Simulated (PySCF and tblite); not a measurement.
C₃H₅NO, numbered as in [N:1]#[C:2][CH2:3][CH2:4][OH:5].

The ensemble was built from 90 distance-geometry starts (ETKDG and KDG, MMFF94s, GFN2-xTB) and rests on PBE0-D3(BJ)/def2-SVP geometries. Energies: PBE0-D3(BJ)/def2-TZVP, with GFN2-xTB thermal terms (modes under about 100 cm⁻¹ blended into free rotors). Symmetry numbers and mirror images are counted. Conformers within 4 kcal/mol (GFN2-xTB free energy) were kept, 7 at most. GIAO shieldings: PBE0/pcSseg-2. Shifts are against TMS (¹H), TMS (¹³C), NH3 (¹⁵N) at the same level. Programs: PySCF with density fitting and tblite.

Task: Predict the averaged NMR shifts at 298.15 K.

Result: ¹H: 3.70 (H4, 2H), 2.32 (H3, 2H) ppm. ¹³C: 126.3 (C2), 63.1 (C4), 24.1 (C3) ppm. ¹⁵N: 303.3 (N1) ppm.

Task: How do the conformers differ?

Result: Torsions listed: C2–C3–C4–O5, C3–C4–O5–H5. Of a mirror pair one member is shown.
| conformer | shape | weight % |
| --- | --- | --- |
| 1 | 60°, -67° | 73.3 |
| 2 | 180°, -179° | 9.8 |
| 3 | -177°, -72° | 8.0 |
| 4 | 65°, -164° | 6.7 |
| 5 | 56°, 64° | 2.2 |

| signal | 1 | 2 | 3 | 4 | 5 | average |
| --- | --- | --- | --- | --- | --- | --- |
| H3 | 2.31 | 2.41 | 2.26 | 2.31 | 2.22 | 2.32 |
| H4 | 3.67 | 3.83 | 3.75 | 3.79 | 3.71 | 3.70 |
| C2 | 126.8 | 124.7 | 123.8 | 126.4 | 125.4 | 126.3 |
| C3 | 24.7 | 21.1 | 24.3 | 22.2 | 25.1 | 24.1 |
| C4 | 62.8 | 63.9 | 64.2 | 63.3 | 63.3 | 63.1 |
| N1 | 303.8 | 301.7 | 302.9 | 300.3 | 303.6 | 303.3 |

H on N, O and S are left out: they exchange, and hydrogen bonds move them by several ppm. Unscaled ¹⁵N shifts at such levels can be off by tens of ppm; differences between conformers or isomers are more reliable. Shifts are unscaled: against experiment ¹³C can be off by 15 ppm or more and ¹H by 0.8 ppm.


¹⁵N shifts are against a computed isolated NH3 molecule, about 20 ppm from the liquid.